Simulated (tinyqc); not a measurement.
Inside a calculation. Method: harmonic frequencies on the unrestricted LDA (VWN5)/sto-6g surface (energies and gradients from PySCF), for LiH+, spin multiplicity 2. One step of it, computed by the program tinyqc.

Problem. Normal modes. Diagonalise H_ij / sqrt(m_i m_j); the 5 smallest eigenvalues belong to translations and rotations; wavenumber = sqrt(eigenvalue / 1822.888) x 219474.63; each mode has its largest component positive (the first on a tie); zero-point energy = sum of wavenumbers / 2, with 349.755 1/cm per kcal/mol.

Hessian (symmetrised) (hartree/bohr^2), lower triangle:
```
,1Lix,1Liy,1Liz,2Hx,2Hy,2Hz
1Lix,-0.00000051
1Liy,0.00000000,-0.00000051
1Liz,0.00000000,0.00000000,0.02212312
2Hx,-0.00000426,0.00000000,0.00000000,0.00000904
2Hy,0.00000000,-0.00000426,0.00000000,0.00000000,0.00000904
2Hz,0.00000000,0.00000000,-0.02212196,0.00000000,0.00000000,0.02212081
```

masses (u): 1Li 7.016004, 2H 1.007825

Give: eigenvalues of the mass-weighted Hessian; harmonic wavenumbers of the vibrations; mass-weighted modes; zero-point energy.

Solution.

eigenvalues of the mass-weighted Hessian (hartree/(bohr^2 u)): 0.0000  0.0000  0.0000  0.0000  0.0000  0.0251

harmonic wavenumbers of the vibrations (1/cm): 814.4

mass-weighted modes:
```
,mode 1
1Lix,0.0000
1Liy,0.0000
1Liz,-0.3544
2Hx,0.0000
2Hy,0.0000
2Hz,0.9351
```

zero-point energy = 1.1643 kcal/mol
